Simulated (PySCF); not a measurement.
## TDDFT beside published excitation energies

Published values to compare with (the computed states carry no symmetry labels, so the two lists aren't matched line by line):

```json
{"state": "1A''[F](π→π*)", "E (eV)": "3.54", "f": "0.004", "kind of transition": "vertical emission from the excited-state geometry", "source": "[1]"}
{"state": "3Σ+(π→π*)", "E (eV)": "4.44", "f": "", "kind of transition": "vertical absorption", "source": "[1]"}
{"state": "1Σ-(π→π*)", "E (eV)": "4.77", "f": "", "kind of transition": "0-0 transition", "source": "[2]"}
{"state": "3Δ(π→π*)", "E (eV)": "5.21", "f": "", "kind of transition": "vertical absorption", "source": "[1]"}
{"state": "1Δ(π→π*)", "E (eV)": "5.48", "f": "", "kind of transition": "0-0 transition", "source": "[2]"}
{"state": "1Σ-(π→π*)", "E (eV)": "5.79", "f": "", "kind of transition": "vertical absorption", "source": "[3]"}
{"state": "1Σ-(π→π*)", "E (eV)": "5.80", "f": "", "kind of transition": "vertical absorption", "source": "[1]"}
{"state": "1Δ(π→π*)", "E (eV)": "6.07", "f": "", "kind of transition": "vertical absorption", "source": "[3]"}
{"state": "1Δ(π→π*)", "E (eV)": "6.07", "f": "", "kind of transition": "vertical absorption", "source": "[1]"}
```

[1] computed, theoretical best estimate (aug-cc-pVTZ, frozen core, CC3 geometry), gas; Veril, Scemama, Caffarel, Lipparini, Boggio-Pasqua, Jacquemin, Loos, WIREs Comput. Mol. Sci. 2021, 11, e1517 (QUESTDB)
[2] measured, gas; Loos, Lipparini, Boggio-Pasqua, Scemama, Jacquemin (2019), arXiv:1912.04173, literature columns
[3] computed, theoretical best estimate (aug-cc-pVTZ), revised with CC4, gas; Loos, Lipparini, Matthews, Blondel, Jacquemin, revising reference values with EOM-CC4 (2022), arXiv:2204.11658

Species: cyanoacetylene, C3HN.
Numbering: `[CH:1]#[C:2][C:3]#[N:4]` (hydrogens: H5 on C1)

Geometry (PBE0-D3(BJ)/def2-SVP, Å), atoms numbered from 1 in this order:
```
atom  x, y, z in Å
C1    -1.2698   -0.1878   -0.0036
C2    -0.0672   -0.0323    0.0106
C3     1.2986    0.1401    0.0289
N4     2.4507    0.2904    0.0454
H5    -2.3375   -0.3210   -0.0146
```

Theory: TDDFT PBE0/def2-SVPD, vertical, gas phase, core orbitals frozen in the response in PySCF.

Computed singlets: 5.18 eV (f 0.000); 5.44 eV (f 0.000 summed over 2 states); 7.62 eV (f 0.000); 7.86 eV (f 0.026 summed over 2 states); 7.94 eV (f 0.000 summed over 2 states); 8.54 eV (f 0.051 summed over 2 states). Computed triplets (Tamm–Dancoff): 4.08, 4.54, 4.54 eV.

Task: How does the lowest computed singlet compare with the best estimate listed for the lowest singlet (vertical absorption)?

Result: 5.18 eV against 5.79 eV for 1Σ-(π→π*) [3]: a difference of -0.61 eV. Geometry and basis of the two calculations needn't be the same.

Task: How does the lowest computed triplet compare with the best estimate listed for the lowest triplet (vertical absorption)?

Result: 4.08 eV against 4.44 eV for 3Σ+(π→π*) [1]: a difference of -0.36 eV. Geometry and basis of the two calculations needn't be the same.

[F] marks fluorescence, computed at the excited state's geometry. Note on [3]: revises the 2021 QUESTDB value.

Adiabatic (Te) and 0-0 energies refer to the relaxed excited state and aren't the vertical quantity computed here.

The vertical ionisation energy (ΔSCF) is 11.47 eV, 2.93 eV above S10.
